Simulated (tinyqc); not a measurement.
Geometry optimisation on the UHF/sto-3g surface (energies and gradients from PySCF), for CH3, spin multiplicity 2, step by step. Computed by tinyqc, a small Python program that keeps every step (integrals from PySCF). Settings: charge = 0, multiplicity = 2, basis = sto-3g, optimiser = bfgs, first Hessian = 1.0, largest step = 0.1, iteration cap = 30. Command: `OMP_NUM_THREADS=1 python tinyqc.py 23950 23951 out.jsonl` (the two numbers bound the seeds that draw the settings). One thread of a shared host (Intel(R) Xeon(R) Processor @ 2.60GHz), about 1 s of CPU time with the checks.

## Step 1: energy and gradient

positions at the start (bohr):
```
          x        y        z
1C  -0.1304  -0.0132   0.1795
2H   1.9502   0.0831  -0.0472
3H  -0.9694   1.7820   0.0907
4H  -1.0639  -1.7442   0.0699
```

Self-consistent energy and analytic gradient at these positions.

energy = -39.072117 hartree

gradient (hartree/bohr):
```
            x          y          z
1C  -0.072938  -0.019814  -0.001216
2H   0.024168   0.011150  -0.003063
3H   0.027043  -0.019486   0.001083
4H   0.021727   0.028151   0.003196
```

## Step 1: move

Quasi-Newton step p = -H^(-1) g (first H = 1 times the unit matrix); steps longer than 0.1 bohr are cut back.

positions after step 1 (bohr):
```
          x        y        z
1C  -0.0575   0.0066   0.1807
2H   1.9260   0.0720  -0.0442
3H  -0.9965   1.8015   0.0896
4H  -1.0856  -1.7724   0.0667
```

## Step 2: energy and gradient

As before.

energy = -39.075658 hartree

gradient (hartree/bohr):
```
            x          y          z
1C   0.016457   0.004341  -0.003357
2H  -0.022317   0.006774   0.002663
3H   0.010255  -0.001107   0.000218
4H  -0.004395  -0.010008   0.000476
```

## Step 2: move

inverse Hessian in use (bohr^2/hartree), lower triangle:
```
          1        2        3        4        5        6        7        8
1    0.9110
2   -0.0233   0.9939
3    0.0234   0.0064   1.0008
4    0.1450   0.0391  -0.0058   0.9137
5   -0.0500  -0.0137  -0.0046  -0.0011   1.0174
6   -0.0172  -0.0046   0.0008   0.0106   0.0000   0.9987
7   -0.0790  -0.0218  -0.0105  -0.0166   0.0357   0.0017   1.0708
8    0.0139   0.0040   0.0069   0.0262  -0.0191  -0.0030  -0.0351   1.0138
9   -0.0018  -0.0005  -0.0004  -0.0011   0.0012   0.0001   0.0023  -0.0011
10   0.0230   0.0060  -0.0070  -0.0420   0.0154   0.0050   0.0248  -0.0051
11   0.0594   0.0158  -0.0086  -0.0643   0.0155   0.0077   0.0212   0.0013
12  -0.0043  -0.0012  -0.0012  -0.0036   0.0034   0.0004   0.0065  -0.0028

         9       10      11      12
9   1.0001
10  0.0006   0.9942
11  0.0003  -0.0163  0.9674
12  0.0002   0.0014  0.0006  1.0005
```

Quasi-Newton step p = -H^(-1) g (the inverse Hessian comes from BFGS updates; coordinates in the order x, y, z of each atom); steps longer than 0.1 bohr are cut back.

positions after step 2 (bohr):
```
          x        y        z
1C  -0.0671   0.0041   0.1836
2H   1.9432   0.0658  -0.0462
3H  -1.0064   1.8035   0.0894
4H  -1.0832  -1.7656   0.0662
```

## Convergence

Stop when the largest gradient component is below 3e-5 hartree/bohr. The inverse Hessian follows the BFGS update with s = step, y = change of gradient.

Course of the optimisation:
```
step  E (hartree)  largest gradient (hartree/bohr)
1      -39.072117                         7.29e-02
2      -39.075658                         2.23e-02
3      -39.076200                         9.09e-03
4      -39.076546                         6.61e-03
5      -39.076780                         5.88e-03
6      -39.076865                         3.93e-03
7      -39.076900                         1.47e-03
8      -39.076908                         1.67e-03
9      -39.076917                         1.81e-03
10     -39.076937                         1.93e-03
11     -39.076974                         2.77e-03
12     -39.076995                         2.08e-03
13     -39.077007                         7.88e-04
14     -39.077009                         3.30e-05
15     -39.077009                         3.01e-05
16     -39.077009                         2.47e-05
```

Final distances (angstrom):
```
pair   distance
2H-1C    1.0799
3H-1C    1.0799
3H-2H    1.8540
4H-1C    1.0799
4H-2H    1.8542
4H-3H    1.8540
```

Converged in 16 steps.
